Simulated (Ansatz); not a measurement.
A made-up structure of CH₂AlO (charge +1), singlet:

| atom | x (Å) | y (Å) | z (Å) |
| --- | --- | --- | --- |
| C1 | -0.5528 | -0.7779 | -0.0388 |
| O2 | -0.2639 | -0.1901 | 1.0425 |
| Al3 | 0.5502 | 0.7084 | -0.3445 |
| H4 | -0.3329 | -0.4225 | 1.9817 |
| H5 | 1.4589 | 1.9272 | -0.6280 |

It is relaxed with PBE-D4/def2-SVP and then PBE0-D4/def2-TZVP (Ansatz 0.2.0). Atoms count as bonded within 1.22 times the sum of their covalent radii (H–H: 0.88 Å). The end point is not checked to be a true minimum.

Problem. Does its bonding change? (Judge from chemistry; the calculation decides.)

Solution. Computed: Yes. Formed: none; broken: O2–Al3.

Where it ends: The first stage lowers the energy by 1.72 eV in 20 steps. It ends as CH₂AlO ([OH][C][AlH]), total charge +1:
C1  (0.052, -0.225, 0.559)
O2  (-0.673, -0.357, 1.563)
Al3  (0.715, 1.426, -0.326)
H4  (-0.852, -1.298, 1.792)
H5  (1.618, 1.699, -1.575)
(Å)

Labels in which every atom is bracketed show which atoms are joined, not bond orders.

For scale, one of the runs: PBE0-D4/def2-TZVP relaxation, 111 basis functions, launched by `ansatz run in.yaml --threads 2 --pin off --events-out ev --progress --plain --max-ram 4352MiB`. The run took about 10 s on 2 CPU threads of an Arm Neoverse V1 (shared host).
